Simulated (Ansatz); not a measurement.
Basis sets compared for H₂S₃. Total charge 0; singlet. Geometry r2SCAN-D4/def2-TZVP. Ansatz on 4 threads of Intel Xeon on a shared host; times are rough, and most runs start from earlier orbitals.

```xyz
5

S     1.552    0.357   -0.527
S    -0.276    0.986    0.175
S    -1.467   -0.664    0.473
H     1.254    0.300   -1.841
H    -1.064   -0.978    1.721
```

Binding counts from free atoms (S triplet, H doublet) in the same basis, without a counterpoise term.

| level | functions | energy (Eh) | HOMO (eV) | LUMO (eV) | binding per atom (eV) | wall time |
| --- | --- | --- | --- | --- | --- | --- |
| HF/STO-3G | 29 | -1180.6731 | -7.09 | 8.24 | 1.90 | 0.3 s |
| HF/6-31G | 43 | -1193.5530 | -10.72 | 1.61 | 0.77 | 0.56 s |
| PBE-D4/def2-SVP | 64 | -1194.8918 | -6.12 | -2.02 | 2.68 | 1 s |
| PBE0-D4/def2-SVP | 64 | -1194.9862 | -7.45 | -1.11 | 2.57 | 1.4 s |

Task: Estimate the rows for HF/def2-TZVP (with forces), PBE-D4/def2-TZVP, PBE0-D4/def2-TZVP.

Result: 
| level | functions | energy (Eh) | HOMO (eV) | LUMO (eV) | binding per atom (eV) | wall time |
| --- | --- | --- | --- | --- | --- | --- |
| HF/def2-TZVP (with forces) | 123 | -1193.7950 | -10.33 | 2.39 | 1.58 | 1.7 s |
| PBE-D4/def2-TZVP | 123 | -1195.3238 | -6.27 | -2.29 | 2.77 | 1.3 s |
| PBE0-D4/def2-TZVP | 123 | -1195.4141 | -7.51 | -1.35 | 2.67 | 3 s |
